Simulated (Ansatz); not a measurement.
**Thallium, hcp under LDA: testing the Gaussian smearing**

A convergence test of the Gaussian smearing width. The geometry was relaxed under LDA beforehand and stays fixed; 7 values are run, from 0.01 to 1.0 eV. Wanted are the values from which on the energy stays within 10 and 1 meV/atom, and the pressure within 0.5 GPa, of the narrowest run. Within the series other settings stay, but some runs also write fields, which adds to their time. Spin polarisation is left out.

Computed with Ansatz 0.2.0 (DFT LDA, plane waves with PAW, scalar-relativistic, unless a step says otherwise).

### 1 The starting structure

The structure is hexagonal, space group P6_3/mmc (No. 194). Conventional cell: a = 3.401 Å, b = 3.401 Å, c = 5.443 Å, α = 90.00°, β = 90.00°, γ = 120.00°. Tl (site symmetry -6m2) is surrounded by 12 Tl at 3.36 to 3.40 Å.

As a file:

```xyz
2
Lattice="3.4014 0.0000 0.0000 -1.7007 2.9457 0.0000 0.0000 0.0000 5.4430" Properties=species:S:1:pos:R:3 pbc="T T T"
Tl    0.0000    1.9638    1.3608
Tl    1.7007    0.9819    4.0823
```

### 2 Run at 0.01 eV

The run at 0.01 eV.

input.yaml

```yaml
crystal:
  lattice:
    - [3.4014029632, 0.0, 0.0]
    - [-1.7007014816, 2.9457013746, 0.0]
    - [0.0, 0.0, 5.4430041633]
  atoms:
    - { symbol: Tl, position: [0.3333333333, 0.6666666667, 0.25] }
    - { symbol: Tl, position: [0.6666666667, 0.3333333333, 0.75] }
hamiltonian:
  xc: lda
  pseudopotentials:
    kind: paw
    azcp:
      Tl: "pseudopotentials/Tl.paw.azcp"
basis:
  ecutwfc: 420
  fft_grid_basis: typed
kpoints:
  mp_grid: { grid: [11, 11, 6], shift: [0, 0, 0] }
magnetization:
  spin_polarized: false
scf:
  occupations: { method: gaussian, width: 0.01 }
  lower_state_search: "off"
output:
  stress: true
```

Launch:

```
> ansatz run input.yaml --threads 2 --pin off --max-ram 5120MiB --backend cpu --events-out ev --progress --plain --runs-dir out
```

### 3 Run at 0.03 eV

The run at 0.03 eV.

Edit input.yaml of step 2 so:

```diff
@@ -22,3 +22,3 @@
 scf:
-  occupations: { method: gaussian, width: 0.01 }
+  occupations: { method: gaussian, width: 0.03 }
   lower_state_search: "off"
@@ -26 +26,5 @@
   stress: true
+  write_density: true
+  write_potential: true
+  elf: true
+  volumetric_format: npy
```

### 4 Run at 0.1 eV

The run at 0.1 eV.

Edit input.yaml of step 3 so:

```diff
@@ -22,3 +22,3 @@
 scf:
-  occupations: { method: gaussian, width: 0.03 }
+  occupations: { method: gaussian, width: 0.1 }
   lower_state_search: "off"
@@ -26,5 +26 @@
   stress: true
-  write_density: true
-  write_potential: true
-  elf: true
-  volumetric_format: npy
```

### 5 Run at 0.2 eV

The run at 0.2 eV.

Edit input.yaml of step 4 so:

```diff
@@ -22,3 +22,3 @@
 scf:
-  occupations: { method: gaussian, width: 0.1 }
+  occupations: { method: gaussian, width: 0.2 }
   lower_state_search: "off"
@@ -26 +26,5 @@
   stress: true
+  write_density: true
+  write_potential: true
+  elf: true
+  volumetric_format: npy
```

### 6 Run at 0.3 eV

The run at 0.3 eV.

Edit input.yaml of step 5 so:

```diff
@@ -22,3 +22,3 @@
 scf:
-  occupations: { method: gaussian, width: 0.2 }
+  occupations: { method: gaussian, width: 0.3 }
   lower_state_search: "off"
@@ -26,5 +26 @@
   stress: true
-  write_density: true
-  write_potential: true
-  elf: true
-  volumetric_format: npy
```

### 7 Run at 0.6 eV

The run at 0.6 eV.

Edit input.yaml of step 6 so:

```diff
@@ -22,3 +22,3 @@
 scf:
-  occupations: { method: gaussian, width: 0.3 }
+  occupations: { method: gaussian, width: 0.6 }
   lower_state_search: "off"
```

### 8 Run at 1.0 eV

The run at 1.0 eV.

Edit input.yaml of step 7 so:

```diff
@@ -22,3 +22,3 @@
 scf:
-  occupations: { method: gaussian, width: 0.6 }
+  occupations: { method: gaussian, width: 1.0 }
   lower_state_search: "off"
```

(Steps that only read results are left out.)

Q: Predict the outcome of this session.

As calculated:

| quantity | value |
| --- | --- |
| E(σ → 0) stays within 10 meV/atom of 0.01 eV | up to 1.0 eV |
| E(σ → 0) stays within 1 meV/atom | up to 0.2 eV |
| pressure stays within 0.5 GPa | up to 0.6 eV |
| pressure at 0.01 eV | -0.05 GPa |
| energy of a separate run on a finer mesh (17×17×10) | +2.3 meV/atom from 0.01 eV |

The far end, 1.0 eV, lies +4.5 meV/atom and +0.7 GPa from the yardstick. The free energy F moves by -109.3 meV/atom over the range, and the estimate for σ → 0 by +4.5. In theory F falls as the square of the width under this scheme, but here the ratio is not steady: the mesh at narrow widths, or a density of states that varies over the wide ones, can both cause that. The mesh (11×11×6) is fixed, so the narrowest widths carry a k-point error of their own. The yardstick itself is unsettled by 2.3 meV/atom against the finer mesh, so the thresholds above hold only within this series, and wider smearing, which averages over more states, can land nearer the fine-mesh value than the narrowest does.
